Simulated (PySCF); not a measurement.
# Static response to an electric field

Species: 1-ethenylaziridine, C₄H₇N.
SMILES with atom numbers: `[CH2:1]=[CH:2][N:3]1[CH2:4][CH2:5]1` (hydrogens: H6, H7 on C1; H8 on C2; H9, H10 on C4; H11, H12 on C5)

Structure used (PBE0-D3(BJ)/def2-SVP), in Å, numbered top down from 1:
```xyz
12
C4H7N angstrom
C      1.529   -0.454   -0.938
C      0.984    0.081    0.161
N     -0.276   -0.206    0.670
C     -1.421   -0.409   -0.165
C     -1.326    0.775    0.737
H      2.558   -0.215   -1.210
H      0.982   -1.161   -1.568
H      1.556    0.773    0.790
H     -1.304   -0.223   -1.241
H     -2.072   -1.251    0.092
H     -1.154    1.747    0.257
H     -1.899    0.812    1.670
```

Level: B3LYP/def2-SVPD (PySCF), static field, nuclei fixed, core orbitals frozen in the response. The polarisability tensor in these axes (au):

```
x   67.52 -3.25 -9.63
y   -3.25 50.80  7.60
z   -9.63  7.60 56.42
```

Problem. Diagonalise the tensor; give its mean and Δα, where Δα² is half the sum of the squared differences of the eigenvalues.

Solution. Principal values 45.03, 54.74 and 74.97 au; mean 58.25 au = 8.63 Å³ = 9.60 × 10⁻⁴⁰ C²·m²/J; Δα = 26.46 au (45 % of the mean).

Problem. What is the dipole moment, and where does it point?

Solution. (-0.98, 0.77, -0.30) D, 1.28 D in size, pointing from the negative to the positive side. Measured along this direction, the outermost atoms are H6 at the negative end and H11 at the positive end.

Problem. What molar refraction does this α imply?

Solution. Lorentz–Lorenz: R = (4π/3)N_A α = 2.5225 cm³/(mol·Å³) × 8.63 Å³ = 21.8 cm³/mol, in the limit of long wavelengths.

Problem. Form Σ f/ω² (atomic units) for the 10 lowest TDDFT singlets, given as eV and f, and set it beside the mean polarisability, which is this sum over all singlets: 5.83, 0.1030; 6.09, 0.0454; 6.22, 0.1558; 6.45, 0.0580; 7.07, 0.0336; 7.32, 0.0098; 7.54, 0.0051; 7.72, 0.0154; 8.10, 0.0722; 8.13, 0.0223.

Solution. They add up to 9.12 au, 15.7 % of the 58.25 au; the largest single term is 2.98 au, from the state at 6.22 eV. Terms in order: 2.24, 0.91, 2.98, 1.03, 0.50, 0.14, 0.07, 0.19, 0.81, 0.25 au. Higher excitations give the rest. The strengths listed sum to 0.521.

Problem. Refractivity n − 1 of an ideal gas of it at 298.15 K and 1 atm, from the electronic α?

Solution. N = p/kT = 2.4615 × 10¹⁹ cm⁻³, so n − 1 = 2π × N × 8.63 × 10⁻²⁴ cm³ = 1335 × 10⁻⁶ at long wavelengths, for an ideal gas.

Problem. Find the Langevin capture rate constant for H3+ (3.023 u) meeting this molecule (69.058 u), k = 2.342 × 10⁻⁹ cm³/s × √(α in Å³ / reduced mass in u).

Solution. The reduced mass is 2.90 u, so k = 4.04 × 10⁻⁹ cm³/s. The formula leaves out the permanent dipole, which adds to the capture rate.

Geometry: PBE0-D3(BJ)/def2-SVP, one conformer, isolated molecule.
